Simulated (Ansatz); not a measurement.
## Dissociation curves of C2H2N− (SMILES [CH2-]C#N)

The species is C2H2N− (5 atoms), meant as a singlet with charge -1. SMILES: `[CH2-]C#N`. The shape is that of a GFN2-xTB optimisation.

```xyz
5

C    -0.2728    0.4112   -0.2865
C     0.5379   -0.4748    0.3278
N     1.3387   -1.1891    0.8154
H    -0.8203    0.0905   -1.1737
H    -0.7834    1.1622    0.3170
```

The C1–C2 distance is scanned; the parts on either side stay rigid. Basis STO-3G, 3 core orbitals frozen in the correlated methods; program Ansatz 0.2.0. FCI is exact within this basis and core. Energies in eV from each method's value at 1.349 Å; methods without a U are spin-restricted. The set has no diffuse functions, which an anion needs. The shape above is that at 1.349 Å.

| distance (Å) | PBE0 | wB97X | CCSD | CCSDT | FCI |
| --- | --- | --- | --- | --- | --- |
| 1.349 | 0.00 | 0.00 | 0.00 | 0.00 | 0.00 |
| 1.686 | 1.49 | 1.44 | 1.15 | 1.16 | 1.15 |
| 2.023 | 3.89 | 3.78 | 3.25 | 3.27 | 3.25 |
| 2.698 | 6.05 | 5.98 | 5.26 | 5.25 | 5.23 |
| 3.372 | 6.30 | 6.29 | 5.27 | 5.31 | 5.31 |

Departure from the FCI curve at its largest: PBE0 +0.99 eV at 3.37 Å; wB97X +0.98 eV at 3.37 Å; CCSD -0.04 eV at 3.37 Å; CCSDT +0.02 eV at 2.02 Å. For the functionals part of the departure is owed to the small basis.
